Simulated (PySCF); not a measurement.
A made-up structure of NaSiH₃S, closed shell:

Na1  (-2.891, 0.608, 0.364)
Si2  (-0.310, 0.071, -0.429)
S3  (0.755, -0.179, 1.464)
H4  (-0.023, -1.174, -1.221)
H5  (0.461, 1.113, -1.191)
H6  (-4.182, 1.823, 1.223)
(Å)

It is relaxed with PBE-D4/def2-SVP and then PBE0-D4/def2-TZVP (PySCF 2.14 with density fitting (its default auxiliary sets; JK sets also for MP2 and CCSD(T))). Atoms count as bonded within 1.22 times the sum of their covalent radii (H–H: 0.88 Å). The end point is not checked to be a true minimum.

Q: Does its bonding change? (A judgement: the text doesn't fix the answer.)

A: The calculation gives: Yes. Formed: Na1–S3, Si2–H6; broken: none.

Where it ends: The first stage lowers the energy by 4.08 eV in 33 steps. It ends as NaSiH₃S ([H]1[Na]2[S][SiH2]12):
Na1  (-1.729, 0.465, 2.348)
Si2  (-0.876, 0.355, -0.497)
S3  (0.348, -0.179, 1.082)
H4  (-1.222, -0.731, -1.461)
H5  (-0.432, 1.525, -1.310)
H6  (-2.247, 0.801, 0.026)
(Å)

Labels in which every atom is bracketed show which atoms are joined, not bond orders.

For scale, one of the runs: PBE0-D4/def2-TZVP relaxation, 124 basis functions, launched by `OMP_NUM_THREADS=2 python run.py`. Time: 39 s of wall clock on 2 CPU threads of an AMD EPYC 7B13; the host was shared. Peak host memory: 1.2 GiB.
